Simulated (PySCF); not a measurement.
Species: CH2PH, CH3P.
SMILES: `P=C`

Level of theory: PySCF 2.14.0, PBE0-D3(BJ)/def2-SVP geometry optimisation, gas phase.

Take the most abundant isotopes and a rigid rotor. 

(1) Give the principal moments of inertia and the rotational constants in MHz.

(2) Classify the top.

(3) Is it planar, by Δ = Ic − Ia − Ib?

(4) Predict some low-J microwave lines.

Results:

(1) Ia = 3.69, Ib = 30.72, Ic = 34.40 u·Å²; 505379 MHz·u·Å²/I gives A = 137064, B = 16453, C = 14690 MHz.

(2) A near-prolate asymmetric top. Ray's parameter κ = (2B − A − C)/(A − C) = -0.971; −1 is the prolate and +1 the oblate limit.

(3) Planar: Δ = Ic − Ia − Ib = 0.00 u·Å². For a rigid frame Δ = −2 Σ m c², so it vanishes when all atoms lie in the ab plane; here none is more than 0.01 Å from it.

(4) The dipole components are |μa| = 0.82 D, |μb| = 0.60 D, |μc| = 0.00 D; the mirror of this Cs structure is the ab plane, so μc vanishes by symmetry and there are no c-type lines. The squared components, which scale the intensities, stand as 1.00 : 0.53 (a : b). Some lines, for components of 0.1 D or more:

```tsv
type	branch	J(Ka,Kc)	MHz	lower level (cm⁻¹)
a	R	1(0,1) ← 0(0,0)	31142	0.000
a	R	2(1,2) ← 1(1,1)	60521	5.062
a	R	2(0,2) ← 1(0,1)	62266	1.039
a	R	3(1,3) ← 2(1,2)	90770	7.081
a	R	3(1,2) ← 2(1,1)	96060	7.257
b	Q	4(1,3) ← 4(0,4)	130547	10.378
b	Q	3(3,0) ← 3(2,1)	607383	22.446
b	R	3(3,1) ← 2(2,0)	700886	19.327
b	R	3(3,0) ← 2(2,1)	700906	19.327
b	Q	4(4,1) ← 4(3,2)	850418	46.863
b	R	4(4,0) ← 3(3,1)	975026	42.706
```

No frequency check. These are rigid-rotor constants of the computed structure; measured ground-state constants (B0) also hold zero-point vibration.

The run took 1.4 s wall on one thread, AMD EPYC 9R45 (x86_64), no GPU, shared host, and the process peaked at 0.26 GiB of memory. That covers the optimisation of the geometry.
